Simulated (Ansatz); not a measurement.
Relaxation of C$_{3}$H$_{9}$NO (14 atoms, charge 0, multiplicity 1), to a largest force component of 0.02 eV/Å in at most 50 steps.

All numbers below come from Ansatz 0.2.0, UKS LDA/STO-3G.

```xyz
14
Properties=species:S:1:pos:R:3
C -1.691 0.272 0.495
C -0.345 0.535 -0.066
O 0.314 1.459 0.774
C 0.537 -0.761 -0.139
N 1.849 -0.493 -0.557
H -2.309 -0.359 -0.147
H -2.256 1.268 0.543
H -1.665 -0.067 1.496
H -0.400 1.012 -1.017
H 1.298 1.273 0.654
H 0.485 -1.244 0.873
H 0.021 -1.465 -0.822
H 2.321 -1.336 -0.578
H 1.827 -0.124 -1.481
```

Question: Where does it end, and by what steps?

Answer: The forces met the threshold. Limits of this set-up: minimal basis. After 8 steps the energy has fallen by 1.250 eV; H13 moved furthest, 0.61 Å.

```csv
step,energy less start (eV),largest force component (eV/Å),accepted
0,0.0000,4.111,yes
1,-0.9979,1.121,yes
2,-1.1782,0.554,yes
3,-1.2199,0.368,yes
4,-1.2369,0.214,yes
5,-1.2397,0.319,yes
6,-1.2469,0.153,yes
7,-1.2493,0.025,yes
8,-1.2496,0.016,yes
```

```xyz
14
Properties=species:S:1:pos:R:3
C -1.735 0.336 0.619
C -0.394 0.579 -0.121
O 0.453 1.488 0.592
C 0.402 -0.779 -0.296
N 1.838 -0.346 -0.378
H -2.370 -0.363 0.051
H -2.277 1.288 0.733
H -1.550 -0.084 1.620
H -0.651 0.939 -1.160
H 1.366 0.996 0.347
H 0.287 -1.393 0.617
H 0.058 -1.363 -1.174
H 2.465 -1.119 -0.026
H 2.094 -0.209 -1.394
```

Whether the end is a true minimum wasn't checked by a vibrational analysis.

The run took 38 s on 1 thread of Arm Neoverse N1, with other jobs on the host, peak memory 0.13 GiB.
